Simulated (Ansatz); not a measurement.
We consider fcc Au, described by PBE (PAW; Ansatz, an electronic-structure program).

Excerpt of the program's output:

```
Crystal: 1 atoms, lattice volume = 19.038 Å³
Basis set: ecut = 520 eV, 531 PW (Γ), exchange–correlation on 48×48×48 points (8 copies of the dense FFT grid, shifted against one another)
Bands: 14, of which v1, the nominal top of the filled ones, is band 10 counted from 1 (9 counted from 0)
Symmetry: 48 space group operations
Space group: Fm-3m (ITA 225), of the structure as read, at distance tolerance 2.7e-5 Å
k-points: 413 of 13824
Functional: x = pbe(κ = 0.804, μ = 0.2195149727645171), c = pbe(β = 0.06672455060314922)
SCF iter   1: F=—  HF=-13149.306400 eV  |F-HF|=—  |Δ(HF+E_count)|=         —  Δρ=1.39e-3  dr2=7.08e-5
SCF iter   2: F=—  HF=-13149.306752 eV  |F-HF|=—  |Δ(HF+E_count)|=   3.51e-4  Δρ=7.67e-4  dr2=2.08e-5
  ...
SCF iter   5: F=—  HF=-13149.306805 eV  |F-HF|=—  |Δ(HF+E_count)|=   2.38e-6  Δρ=6.51e-6  dr2=6.58e-9
SCF iter   6: F=-13149.306805 eV  HF=-13149.306805 eV  |F-HF|=4.00e-11  |Δ(HF+E_count)|=  5.88e-10  Δρ=9.17e-7  dr2=9.41e-11
SCF 1 converged in 6 iterations: F = -13149.306805 eV  dr2 = 9.41e-11
SCF converged after 6 iterations
Free energy (F): -13149.306805 eV
Internal energy: -13149.304852 eV  (E = F + TS)
E sigma→0 (E₀):  -13149.305828 eV
Fermi energy:    17.748979 eV
--- Stress (GPa, compression-positive) ---
       -6.781697       0.000000       0.000000
        0.000000      -6.781697      -0.000000
        0.000000      -0.000000      -6.781697
  P = ⅓ Tr σ = -6.7817 GPa (-67.817 kbar)
```

Write an input file that could have produced this run (the log leaves some choices open).

This is not unique; one that fits is 
Ansatz 0.2 input:
```yaml
crystal:
  lattice:
    - [0.0, 2.1193187945, 2.1193187945]
    - [2.1193187945, 0.0, 2.1193187945]
    - [2.1193187945, 2.1193187945, 0.0]
  atoms:
    - { symbol: Au, position: [0.0, 0.0, 0.0] }
basis:
  ecutwfc: 520
  ecutrho_ratio: 4
  xc_grid: 2
kpoints:
  mp_grid: { grid: [24, 24, 24] }
hamiltonian:
  xc: pbe
  dispersion: none
  pseudopotentials: { kind: paw }
scf:
  occupations: { method: fermi_dirac, width: 0.05 }
  convergence: { dr2_threshold: 0.0000000001 }
output:
  forces: false
  stress: true
  eigenvalues: true
```

The cell is one volume of an energy–volume scan, off the minimum.

Note: the cell is over a tenth larger than the published one: the level's own overestimate first of all, though another phase or state, or a fault of the published cell, is possible.

The result took around 6 core-seconds (rough).
